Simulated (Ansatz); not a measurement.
**Structure relaxation of Li2Sn**

Computed with DFT PBE, scalar-relativistic, plane waves, PAW (Ansatz 0.2.0). Cutoff 420 eV, Γ-centred k mesh, Gaussian smearing, no spin polarisation in the final step.

Li2Sn was placed on the fluorite structure type (Fm-3m, No. 225), with Sn in place of Ca, Li in place of F, at a guessed volume.

```
CELL_PARAMETERS angstrom
0.00000 2.90249 2.90249
2.90249 0.00000 2.90249
2.90249 2.90249 0.00000
ATOMIC_POSITIONS crystal
Li 0.25000 0.25000 0.25000
Li 0.75000 0.75000 0.75000
Sn 0.00000 0.00000 0.00000
```

Cell and atoms relax at zero pressure; the relaxation can't lower the symmetry of the start. After a coarse first stage the cell is made exact in the group found at 0.06 Å.

The zero of energy is the elements' standard structures at the same level; no fitted shifts are applied.

(1) Which crystal results?

(2) What are its volume, energy, density and gap?

## Answers

(1) It keeps Fm-3m (No. 225). The result has the fluorite structure. Conventional cell: a = 6.560 Å. Li has 4 Sn at 2.84 Å and 6 Li at 3.28 Å; around Sn lie 8 Li at 2.84 Å.

```xyz
3
Lattice="0.0000 3.2802 3.2802 3.2802 0.0000 3.2802 3.2802 3.2802 0.0000" Properties=species:S:1:pos:R:3 pbc="T T T"
Li    1.6401    1.6401    1.6401
Li    4.9203    4.9203    4.9203
Sn    0.0000    0.0000    0.0000
```

(2) The volume per atom is 23.53 Å³ and the density is 3.12 g/cm³. The energy over the elements is -0.07 eV/atom and the gap on the 12×12×12 mesh is 0 eV (a metal).

The final run used a 12×12×12 mesh on its 3-atom cell and 0.10 eV smearing. The k mesh leaves about 4 meV/atom of noise in metals. A structure relaxed within its symmetry needn't be a true minimum.

Cost: 3 runs of about 0.65 core-minutes in all, on Arm Neoverse N1 (shared hosts).